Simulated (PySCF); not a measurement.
## EPR parameters of C3H5O2

Species: C3H5O2 (doublet state).
Geometry (GFN2-xTB, Å), atoms numbered from 1 in this order:
```
atom  x, y, z in Å
C1    -1.050   -0.468   -0.018
C2    -0.110    0.704   -0.210
O3     1.177    0.248   -0.781
C4     2.059   -0.288   -0.036
O5     2.165   -0.545    1.129
H6    -2.002   -0.112    0.365
H7    -0.630   -1.176    0.694
H8    -1.218   -0.978   -0.964
H9     0.105    1.201    0.739
H10   -0.487    1.418   -0.941
```

The hyperfine couplings belong to this conformer and change with its torsions.

As a line formula: `O=[C]OCC` [radical].

Method used: UKS B3LYP, pcH-1 on C H O, non-relativistic, mean-field spin-orbit, GIAO (PySCF). One conformer (not necessarily the lowest) at the GFN2-xTB geometry, without solvent, vibrations or thermal averaging. A GFN2-xTB geometry isn't a minimum of the functional, and hyperfine couplings can be far from their values at a DFT geometry. The SCF solution wasn't tested for stability.

- g1, g2, g3: 1.99797, 2.00171, 2.00398
- g_iso: 2.00122
- Form of g: rhombic: the two nearest values differ by 38 % of g3 − g1
- ⟨S²⟩: 0.7529 (exact 0.7500)
- α and β electrons: 20, 19
- HOMO–LUMO gap, α and β orbitals: 6.06, 7.06 eV
- Basis functions: 175

Isotropic coupling and dipolar principal values T1 to T3, in G; ρ(0) is the spin density at the nucleus (MHz turned into gauss with g_iso; 10 G = 1 mT):

```csv
atom,isotope,a_iso,T1,T2,T3,Mulliken spin population,ρ(0) (bohr⁻³)
C1,13C,-0.6,-0.3,-0.2,0.5,-0.01,-0.0014
C2,13C,13.4,-3.3,-3.1,6.4,0.10,0.0333
O3,17O,-96.5,-5.6,2.3,3.3,-0.01,0.4459
C4,13C,208.3,-18.5,-15.8,34.3,0.70,0.5191
O5,17O,-21.2,-34.6,15.9,18.7,0.21,0.0979
H6,1H,4.8,-0.4,-0.3,0.8,0.01,0.0030
H7,1H,1.2,-0.9,-0.5,1.4,0.00,0.0008
H8,1H,0.6,-0.6,-0.5,1.1,0.00,0.0004
H9,1H,-1.9,-2.1,0.4,1.7,0.00,-0.0012
H10,1H,-0.7,-1.8,-0.4,2.3,0.00,-0.0005
```

The Mulliken spin populations are largest on C4 (+0.70), O5 (+0.21) and C2 (+0.10).

Under fast tumbling the dipolar parts average out, and these isotropic splittings remain: 3 × 1H (H6/H7/H8, I = 1/2, 4 lines) with 0.22 mT and 2 × 1H (H9/H10, I = 1/2, 3 lines) with 0.13 mT.

Means are taken over nuclei equivalent by connectivity, which assumes that they swap fast. The three 1H nuclei of mean +6.2 MHz run from 1.7 to 13.4 MHz in the frozen geometry.

The 13C coupling of C4 (583.6 MHz) shows only in satellite lines or after enrichment, since that isotope makes up about 1.07 % of natural carbon.

The 17O coupling of O3 (-270.3 MHz) shows only in satellite lines or after enrichment, since that isotope makes up about 0.038 % of natural oxygen.

On an Arm Neoverse V2 with one thread (shared host), this took 17 s of wall time (grids of density and orbitals included) and 0.69 GiB of memory at its peak.
